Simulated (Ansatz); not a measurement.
Cost and result for the atomization energy of C2H2F3 (`[CH2]C(F)(F)F`) radical (7 atoms, 6 bonds).

Cartesian coordinates in Å:
```
C 0.714 -0.319 0.461
C -0.426 0.219 -0.306
F -1.598 -0.315 0.091
F -0.309 -0.040 -1.616
F -0.539 1.546 -0.162
H 1.185 -1.231 0.129
H 0.972 0.139 1.404
```

Total charge 0; spin multiplicity 2. The structure was optimised at the PBE0-D4/def2-TZVP level. Program: Ansatz. All runs use 4 threads of a server CPU on a shared host. Times are those of one run each, without the atoms' runs, and a repeat can differ threefold. Electronic energies, without spin–orbit coupling; frozen cores. CCSD(T)/CBS adds CCSD(T) − MP2 in def2-TZVPP to the MP2 limit, and its time is that of the two runs behind it. T1 = 0.012; ⟨S²⟩ of the reference is 0.76. B3LYP takes the VWN-RPA correlation (the form of Gaussian; ORCA's B3LYP/G).

CCSD(T)/CBS is a level of theory with its own doubt, some kJ/mol a heavy atom from the limit and from the frozen cores, so smaller differences don't rank the functionals.

| level | functions | wall time |
| --- | --- | --- |
| LDA (SPW92)/def2-TZVPP | 183 | 1.8 s |
| PBE0-D4/def2-TZVPP | 183 | 3.8 s |
| CAM-B3LYP-D4/def2-TZVPP | 183 | 4.3 s |
| B3LYP-D4/def2-TZVPP (with forces) | 183 | 4.6 s |
| B2PLYP/def2-TZVPP | 183 | 6 s |
| r2SCANh-D4/def2-TZVPP | 183 | 7 s |
| r2SCAN-D4/def2-TZVPP (with forces) | 183 | 7.5 s |
| ωB97X-V/def2-TZVPP | 183 | 10 s |
| ωB97M-V/def2-TZVPP (with forces) | 183 | 13 s |
| CCSD(T)/def2-SVP | 80 | 13 s |
| MP2/def2-QZVPP | 345 | 20 s |
| CCSD(T)/def2-TZVPP | 183 | 5.7 min |
| CCSD(T)/CBS(def2) | – | 6 min |

(1) What atomization energy does each give, and how far from CCSD(T)/CBS? (An estimate is asked.)

Results:

(1) The calculation gave: 
```csv
level,atomization (kcal/mol),difference from CCSD(T)/CBS,per bond
LDA (SPW92)/def2-TZVPP,779.6,133.5,22.3
PBE0-D4/def2-TZVPP,654.5,8.4,1.4
CAM-B3LYP-D4/def2-TZVPP,654.0,7.9,1.3
B3LYP-D4/def2-TZVPP (with forces),645.2,-0.9,-0.2
B2PLYP/def2-TZVPP,641.1,-5.0,-0.8
r2SCANh-D4/def2-TZVPP,649.5,3.4,0.6
r2SCAN-D4/def2-TZVPP (with forces),657.3,11.2,1.9
ωB97X-V/def2-TZVPP,649.9,3.8,0.6
ωB97M-V/def2-TZVPP (with forces),650.2,4.1,0.7
CCSD(T)/def2-SVP,617.7,-28.4,-4.7
MP2/def2-QZVPP,663.7,17.6,2.9
CCSD(T)/def2-TZVPP,629.0,-17.1,-2.9
CCSD(T)/CBS(def2),646.1,0.0,0.0
```

From BLYP to BHLYP (50 % exact exchange), in def2-TZVPP and without D4, the atomization energy moves by −33.7 kcal/mol: exact exchange takes away binding that semilocal exchange gives to molecules. At CCSD(T), def2-SVP lies −28.4 kcal/mol from the extrapolated value and def2-TZVPP −17.1 kcal/mol: correlation converges slowly with the basis, and small sets miss more of it in the bonded molecule than in its fragments. Leaving LDA and LC-ωPBE aside and taking each functional with its dispersion term where it has one, the values, not all of them listed here, spread over 62.8 kcal/mol, from BHLYP-D4 to PBE-D4. LDA lies +104.3 kcal/mol from PBE without D4, its usual overbinding.
